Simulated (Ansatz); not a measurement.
Computed with Ansatz on PBE0-D4/def2-TZVP structures; ΔE is electronic, products minus reactants. CCSD(T)/CBS is the MP2 limit (def2-TZVPP, def2-QZVPP) plus CCSD(T) − MP2 in def2-TZVPP, frozen cores. DFT in def2-TZVPP. Each species was taken in one conformer, which may not be the lowest.

`C/N=C(/O)Cl` → `COC(=N)Cl`  (isomerisation)

CCSD(T)/CBS gives +8.9 kcal/mol.

(1) Another level gave +8.6 kcal/mol. Which?
A. PBE-QIDH/def2-TZVPP
B. RPA@PBE/def2-TZVPP
C. LDA (SPW92)/def2-TZVPP
D. CAM-B3LYP-D4/def2-TZVPP

Largest T1 diagnostic among the species: 0.013.

Answers

(1) D. CAM-B3LYP-D4 8.6, PBE-QIDH 9.5, RPA@PBE/def2-TZVPP 7.3, LDA (SPW92) 11.0 kcal/mol.

In def2-TZVPP, CCSD(T) changes the Hartree–Fock value by +1.4 kcal/mol (the triples alone add +0.2 kcal/mol) and MP2 by +2.6 kcal/mol. At CCSD(T), def2-SVP lies +0.9 kcal/mol from the extrapolated value and def2-TZVPP −0.5 kcal/mol.
